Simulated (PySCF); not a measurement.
**Electric field gradients and quadrupole coupling constants**

Compound: methoxyacetate, C3H5O3 (charge -1).
Structure used (PBE0-D3(BJ)/def2-SVP), in Å, numbered top down from 1:
```
atom  x, y, z in Å
C1    -1.098   -0.157    1.168
O2    -1.077    0.283   -0.151
C3     0.217    0.610   -0.602
C4     1.285   -0.530   -0.675
O5     2.381   -0.127   -1.102
O6     0.931   -1.668   -0.311
H7    -0.463   -1.051    1.293
H8    -2.143   -0.397    1.431
H9    -0.747    0.634    1.873
H10    0.648    1.430    0.015
H11    0.099    1.014   -1.621
```

Field gradients from the PBE0/pcSseg-1 density (PySCF, non-relativistic), principal values in atomic units, ordered |Vxx| ≤ |Vyy| ≤ |Vzz|:

| atom | Vxx | Vyy | Vzz |
| --- | --- | --- | --- |
| O2 | -0.0107 | -1.9813 | 1.9921 |
| O5 | 0.3961 | 0.9411 | -1.3372 |
| O6 | 0.4423 | 0.9602 | -1.4025 |

**Question.** Find the asymmetry η = (Vxx − Vyy)/Vzz and the couplings χ = eQV/h (234.96 MHz × Q in barn × V in au), with Q(17O) = −0.0256 b.

**Answer.** 
```tsv
atom	environment	nucleus	η	χzz (MHz)	χxx (MHz)	χyy (MHz)
O2	ether oxygen	17O	0.99	-11.98	0.06	11.92
O5	carboxylate oxygen	17O	0.41	8.04	-2.38	-5.66
O6	carboxylate oxygen	17O	0.37	8.44	-2.66	-5.78
```

At O2 η is above 0.9: Vyy and Vzz are nearly equal in size and opposite in sign, so a small change could swap them and flip the sign of χzz. 

**Question.** What is Vzz at O2 in SI units (1 au = 9.71736 × 10²¹ V/m²)?

**Answer.** 1.9921 au = 19.357 × 10²¹ V/m².

**Question.** And the gradient at the other heavy atoms, for which no coupling is worked out here?

**Answer.** 
| atom | environment | Vzz (au) | η |
| --- | --- | --- | --- |
| C1 | methoxy carbon | 0.321 | 0.49 |
| C3 | sp3 carbon bound to oxygen | 0.388 | 0.28 |
| C4 | carboxylate carbon | 0.396 | 0.37 |

**Question.** What couplings would deuterons (Q(2H) = 0.00286 b) have in place of the hydrogens, at this geometry?

**Answer.** 
```
atom  bonded to  bond length (Å)  Vzz (au)     η  χzz (kHz)
  H7         C1            1.103    0.2660  0.02        179
  H8         C1            1.104    0.2886  0.07        194
  H9         C1            1.116    0.2661  0.09        179
 H10         C3            1.114    0.2711  0.08        182
 H11         C3            1.102    0.2899  0.06        195
```

One conformer (not necessarily the lowest) at the PBE0-D3(BJ)/def2-SVP geometry, without solvent, vibrations or thermal averaging. The pcSseg-1 basis has no diffuse functions, a weakness for an anion. With so small a basis the couplings can be 20 % off.
